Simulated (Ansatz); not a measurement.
**Al₂H+ (singlet): wave-function methods side by side, 6-31G**

The task here is to estimate one member of a computed series from the others.

Program: Ansatz 0.2.0, Gaussian basis. Level of theory: 6-31G, core rule «outside noble gas», up to 10 orbitals frozen. These are calculated values, not measurements.

The runs, in order: UHF; CCSD(T) on RHF; CCSD(T) on UHF; BCCD(T) on RHF; CISD; CCSDT(Q) on RHF; CCSDT(Q) on UHF; CISDTQ; CCSDTQ on RHF; CCSDTQ on UHF; CASSCF and MRCISD+Q, 6 electrons in 9 orbitals; CASSCF and MRCISD+Q(relaxed), 6 electrons in 9 orbitals; CASSCF and NEVPT2, 6 electrons in 9 orbitals; Full CI.

22 further runs of the same task are left out: 10 that didn't finish, 12 set aside as unsound or not needed.

### What is computed

The geometry is a PBE0/def2-TZVP stationary point (not a proven minimum) of the parent state, kept for this charge and spin.

3 atoms, charge 1, spin multiplicity 1.

Atoms are counted from 1 here; the program's logs count them from 0.

Bond lengths: Al1–Al2 2.677 Å, Al1–H3 1.619 Å. Angles: Al2–Al1–H3 180.0°.

Geometry (Å):

```xyz
3
charge 1, multiplicity 1
Al    0.00000    0.00000    0.35257
Al    0.00000    0.00000   -2.32437
H     0.00000    0.00000    1.97180
```

The first run:

in.yaml

```yaml
crystal:
  periodic: [false, false, false]
  atoms:
    - {symbol: Al, position_ang: [0.000000, 0.000000, 0.352569]}
    - {symbol: Al, position_ang: [0.000000, 0.000000, -2.324369]}
    - {symbol: H, position_ang: [0.000000, 0.000000, 1.971799]}
basis:
  gaussian: {orbitals: 6-31G}
total_charge: 1
magnetization: {spin_polarized: true, initial_magnetization: 0}
hamiltonian: {xc: hf}
output: {orbitals: {seedname: orbitals}}
```

On the command line:

```
ansatz run in.yaml --threads 1 --pin off --events-out ev --progress --plain --max-ram 2393MiB
```

Among the steps run: UHF; CCSD(T) on RHF; CCSD(T) on UHF; BCCD(T) on RHF; CISD; CCSDT(Q) on RHF; CCSDT(Q) on UHF; CISDTQ; CCSDTQ on RHF; CCSDTQ on UHF; CASSCF and MRCISD+Q, 6 electrons in 9 orbitals; CASSCF and MRCISD+Q(relaxed), 6 electrons in 9 orbitals; CASSCF and NEVPT2, 6 electrons in 9 orbitals; Full CI.

One table of the session follows, with a row left open; its other results are not shown here.

```
                   method  from FCI (kJ/mol)
                      RHF             +210.7
                      UHF             +208.8
                     RMP2              +79.0
                     CISD              +15.6
                    RCCSD               +4.0
                 RCCSD(T)               +1.5
                  BCCD(T)               +1.5
                   RCCSDT               +0.4
                   CISDTQ               +0.4
                RCCSDT(Q)               +0.1
                  RCCSDTQ                0.0
           CASSCF valence              +24.6
           NEVPT2 valence                  ?
           MRCISD valence               +0.5
         MRCISD+Q valence               +0.3
MRCISD+Q(relaxed) valence               -0.1
                      FCI                  0
```

Q: Estimate the row for NEVPT2 valence from the others.

As computed: from FCI (kJ/mol): +7.8. In the column «from FCI (kJ/mol)» it lies between RCCSD (+4.0) and CISD (+15.6).

Not comparable, so not listed: CCSD(T) on UHF; CCSDTQ on UHF (they don't share determinant, frozen orbitals or solution with the rows shown, or repeat one).
